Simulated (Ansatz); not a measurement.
ClF3. The species carries charge 0 and has multiplicity 1.

Problem. List the harmonic frequencies (cm⁻¹, unscaled) at PBE0-D4/def2-TZVP in Ansatz. (Estimate.)

Solution. Computed: 336, 337, 444, 553, 723, 794.

Problem. Is this a minimum?

Solution. Yes, all 6 modes are real.

Problem. Give the ideal-gas thermochemistry at 298.15 K and 1 bar (rigid rotor, harmonic oscillator; point group C2v, symmetry number 2).

Solution. Zero-point energy 19.1 kJ/mol; H(298) − E = 32.6 kJ/mol; entropy 281.2 J/(mol·K), of which translation 165.3, rotation 97.9, vibration 18.0; G(298) − E = -51.2 kJ/mol.
